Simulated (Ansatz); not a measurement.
This Ansatz (a first-principles code) input (MP2/aug-pcseg-3) gives -40.42557 Eh with 281 basis functions.

Ansatz 0.2 input:
```yaml
crystal:
  periodic: [false, false, false]
  atoms:
    - {symbol: C, position_ang: [-0.00000000, 0.00000000, -0.00000000]}
    - {symbol: H, position_ang: [0.62054657, 0.62688914, 0.63896175]}
    - {symbol: H, position_ang: [-0.64285838, -0.62489528, 0.61852983]}
    - {symbol: H, position_ang: [0.63693263, -0.63278043, -0.61664082]}
    - {symbol: H, position_ang: [-0.61462083, 0.63078657, -0.64085076]}
basis:
  gaussian:
    orbitals: aug-pcseg-3
magnetization: {spin_polarized: false}
correlation: {method: mp2, electrons: outside_noble_gas}
```

Change:
```diff
- orbitals: aug-pcseg-3
+ orbitals: cc-pV5Z
```

### Question
What does the run give now?

### Answer
-40.43125 Eh (MP2/cc-pV5Z, 311 functions), a change of -5.68 mEh.
